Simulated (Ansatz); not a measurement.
```yaml
crystal:
  periodic: [false, false, false]
  atoms:
    - {symbol: Al, position_ang: [-2.558765, 0.118702, -0.094339]}
    - {symbol: Al, position_ang: [0.021891, 0.123305, 0.152011]}
    - {symbol: Si, position_ang: [2.338867, -0.276267, -0.057465]}
    - {symbol: H, position_ang: [2.738764, 1.219670, 0.057396]}
basis:
  gaussian: {orbitals: def2-TZVP}
magnetization: {spin_polarized: true, initial_magnetization: 1}
hamiltonian: {xc: pbe0}
relax: {f_tol: 0.004, max_steps: 80}
```

```sh
$ ansatz run in.yaml --threads 1 --pin off --events-out ev --progress --plain --max-ram 2176MiB
```

Steps of the relaxation (energy above the last step; positions in Å, forces in eV/Å):

```
4
step 1, 257.9 meV
Al   -2.559    0.119   -0.094   -0.803   -0.012   -0.073
Al    0.022    0.123    0.152    0.712    0.115    0.086
Si    2.339   -0.276   -0.057    0.297    0.228    0.000
H     2.739    1.220    0.057   -0.205   -0.331   -0.013
```

```
4
step 2, 175.8 meV
Al   -2.621    0.115   -0.097   -0.305    0.003   -0.020
Al    0.077    0.162    0.154    0.309    0.037    0.015
Si    2.393   -0.297   -0.062    0.082    0.003    0.002
H     2.691    1.205    0.062   -0.086   -0.043    0.003
```

```
4
step 3, 154.1 meV
Al   -2.644    0.125   -0.092   -0.063    0.029    0.006
Al    0.131    0.183    0.143    0.094   -0.046   -0.019
Si    2.440   -0.323   -0.060    0.007   -0.012    0.013
H     2.614    1.201    0.066   -0.039    0.028    0.000
```

```
4
step 6, 79.3 meV
Al   -2.514    0.329   -0.055    0.043    0.054    0.007
Al    0.299   -0.004    0.075    0.169   -0.050   -0.017
Si    2.622   -0.335   -0.012   -0.110    0.175    0.021
H     2.134    1.195    0.050   -0.102   -0.178   -0.011
```

```
4
step 9, 0.8 meV
Al   -2.233    0.600   -0.032   -0.035    0.016    0.000
Al    0.401   -0.360    0.046   -0.032   -0.010    0.000
Si    2.711   -0.150    0.029    0.106   -0.018    0.002
H     1.661    1.095    0.014   -0.039    0.012   -0.001
```

```
4
step 12, 0.0 meV
Al   -2.227    0.615   -0.025    0.001   -0.001    0.000
Al    0.406   -0.377    0.035    0.000    0.001   -0.001
Si    2.720   -0.140    0.040   -0.002    0.001    0.001
H     1.641    1.088    0.008    0.001   -0.002    0.000
```

Close pairs at the end: Si3–H4 1.635 Å, Al2–H4 1.916 Å, Al2–Si3 2.327 Å, Al1–Al2 2.814 Å.

A stationary point of unrestricted PBE0 after 12 steps, with ⟨S²⟩ = 0.764 against 0.75 for a pure state; no frequencies were run, so it isn't proven a minimum. 3.3 min on 1 thread of Intel Xeon Platinum 8488C, shared host.
